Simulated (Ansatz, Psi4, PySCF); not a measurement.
Species: trans-ethylamine, C2H7N, net charge 0, singlet state. SMILES: CCN
Geometry from a B3LYP-D3(BJ)/def2-TZVP (Ansatz, a first-principles code) optimisation:
```
C
H 1 1.0932
H 1 1.0932 2 106.13
N 1 1.4627 2 107.63 3 115.01
H 4 1.0142 1 110.48 2 64.07
H 4 1.0142 5 106.70 1 -120.14
C 1 1.5281 2 109.64 3 -118.33
H 7 1.0931 1 110.87 2 -62.07
H 7 1.0931 8 107.82 1 121.53
H 7 1.0933 8 107.89 9 116.28
```

Property: vertical triplet-singlet gap, E(triplet) - E(singlet), in eV. Conventions: no dispersion term unless named; UHF or UKS for open shells; each state is the SCF solution reached for its charge and spin; 6-311+G** with 5d; six Cartesian d functions in 6-31G* and its kin unless marked 5d; no spin-orbit coupling; valence correlation only; non-relativistic. First-principles rows: single points at B3LYP-D3(BJ) geometries (Ansatz). Levels can end on unlike triplets.

| level | program | vertical triplet-singlet gap, E(triplet) - E(singlet) (eV) |
|---|---|---|
| HF/6-31G* | Ansatz | 6.83 |
| HF/6-311+G** | Ansatz | 5.16 |
| PBE/6-31G* | Ansatz | 6.71 |
| PBE/6-311+G** | Ansatz | 5.54 |
| B3LYP/STO-3G | Ansatz | 11.45 |
| B3LYP/3-21G | Ansatz | 7.19 |
| B3LYP/6-31G* | Ansatz | 6.90 |
| B3LYP/6-311+G** | Ansatz | 5.70 |
| M06-2X/6-31G* (5d) | PySCF | 7.19 |
| wB97X-D/6-31G* | Psi4 | 7.33 |
| MP2/6-31G* | Ansatz | 7.45 |
| MP2/6-311+G** | Ansatz | 6.05 |
| PBE/def2-TZVPD | Ansatz | 5.57 |
| B3LYP/def2-TZVPD | Ansatz | 5.73 |
| PBE0/def2-TZVPD | Ansatz | 5.73 |

No value to compare with is used here. The 12 habitual levels span 5.16 (HF/6-311+G**) to 11.45 eV (B3LYP/STO-3G); PBE0/def2-TZVPD gives 5.73.

The levels are drawn from those run, B3LYP/6-31G* more often than the rest, none by its result; runs whose electronic state is in doubt are left out.
